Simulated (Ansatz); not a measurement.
Input file:

```yaml
crystal:
  periodic: [false, false, false]
  atoms:
    - {symbol: B, position_ang: [0.000000, 0.004620, 1.487850]}
    - {symbol: Al, position_ang: [0.000000, 0.004620, -0.752601]}
    - {symbol: H, position_ang: [0.000000, 0.827118, 2.033439]}
    - {symbol: H, position_ang: [0.000000, -1.000360, 2.154486]}
basis:
  gaussian: {orbitals: 6-31G}
correlation: {method: sc_nevpt2, electrons: outside_noble_gas, active_space: {window: {electrons: 2, orbitals: 2}}}
```

```sh
$ ansatz run in.yaml --threads 1 --pin off --events-out ev --progress --plain --max-ram 1536MiB
```

**Question.** Roughly how long does this take on 1 thread of Intel Xeon, shared host, and how much host memory?

**Answer.** 1.2 s wall and 0.09 GiB.

```
328 factors; integrals over basis functions are off by at most 2.6e-4 eV
mean field evaluation 1: about -7281.7020 eV, gradient 9.9e0 eV
mean field evaluation 2: about -7281.6998 eV, gradient 9.9e0 eV
mean field evaluation 4: about -7282.2686 eV, gradient 6.8e-1 eV
mean field evaluation 8: about -7282.2716 eV, gradient 2.5e-4 eV
mean field evaluation 16: about -7279.1303 eV, gradient 1.9e0 eV
mean field -7282.27164723 eV, -267.6185469347 hartree, gradient 2.1e-6 eV, S^2 0.000000; 2 other end points of the search recorded, 0 dependent functions left out; unrestricted orbitals would lower it
reference -7282.27164723 eV, -267.6185469347 hartree; 10, 10 occupied and 16, 16 virtual orbitals, 328 factors
state -7282.64847116 eV, -267.6323949588 hartree
state -7282.64847116 eV, -267.6323949588 hartree; corrected -7284.32623767 eV, -267.6940517406 hartree
state -7282.57864013 eV, -267.6298287157 hartree
state -7282.57864013 eV, -267.6298287157 hartree; corrected -7284.33344322 eV, -267.6943165399 hartree
state -7282.57864013 eV, -267.6298287157 hartree; corrected -7284.33344322 eV, -267.6943165399 hartree
state -7282.60766609 eV, -267.6308954002 hartree
state -7282.60766609 eV, -267.6308954002 hartree; corrected -7284.33447176 eV, -267.6943543378 hartree
state -7282.60766609 eV, -267.6308954002 hartree; corrected -7284.33447176 eV, -267.6943543378 hartree
the orbitals are reached from a further start. From the first start the search ends at -7282.64847071 eV, -267.6323949423 hartree
WARN: the results are in doubt because another end's mean lies 0.041 eV lower, and its corrected mean 0.008 eV higher
Total energy: -7284.33447176 eV, -267.6943543378 hartree
In doubt: another end's mean lies 0.041 eV lower, and its corrected mean 0.008 eV higher
```

Natural occupations: 1.9418 0.0582.

For the same geometry and basis full CI lies 751.1 meV lower.
